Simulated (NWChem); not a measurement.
LiF; SMILES [F][Li]

Computed with NWChem. Pople sets run with spherical d functions. All runs use the structure optimised with PBE0/def2-SVP. Vertical excitations in the gas phase; the lowest state need not have the same character in each row.

For level PBE/def2-TZVPD, TDA:

| Item | Value |
|---|---|
| lowest excitation, singlet (eV) | 4.65 |
| orbital gap (eV) | 4.69 |

Question: How do the values read with level PBE/6-31+G*, TDA instead?

Answer: 
| Item | Value |
|---|---|
| lowest excitation, singlet (eV) | 4.48 |
| orbital gap (eV) | 4.51 |
